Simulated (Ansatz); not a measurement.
C4H9N can be A, `C=CN(C)C`, or B, `CC1CCN1`.

Calculated with Ansatz (gas phase, PBE0-D4/def2-TZVP geometries, no zero-point term in ΔE). CBS: MP2 limit from def2 TZ/QZ plus the TZ coupled-cluster correction, frozen cores. DFT in def2-TZVPP. B3LYP here is the variant with VWN-RPA as its local correlation; programs differ in this. Each species was taken in one conformer, which may not be the lowest.

Problem. Which is lower in electronic energy at CCSD(T)/CBS, and by how much? (Estimate.)

Solution. The calculation gave: A, by 3.1 kJ/mol.

Problem. Give E(B) − E(A) in kJ/mol with PBE0-D4, PBE-D4, B3LYP-D4, MP2/def2-TZVPP, r2SCAN-D4, B3LYP, HF/def2-TZVPP. (Estimate.)

Solution. Ansatz gave: PBE0-D4 -0.8, PBE-D4 10.5, B3LYP-D4 23.6, MP2/def2-TZVPP -0.6, r2SCAN-D4 13.4, B3LYP 24.1, HF/def2-TZVPP 13.0. The order is the other way round with PBE0-D4, MP2/def2-TZVPP.

Largest T1 diagnostic: 0.011.

From PBE to PBE0 (25 % exact exchange), in def2-TZVPP and without D4, E(B) − E(A) moves by −11.5 kJ/mol. In def2-TZVPP, CCSD(T) changes the Hartree–Fock value by −10.9 kJ/mol (the triples alone add +2.7 kJ/mol) and MP2 by −13.5 kJ/mol.
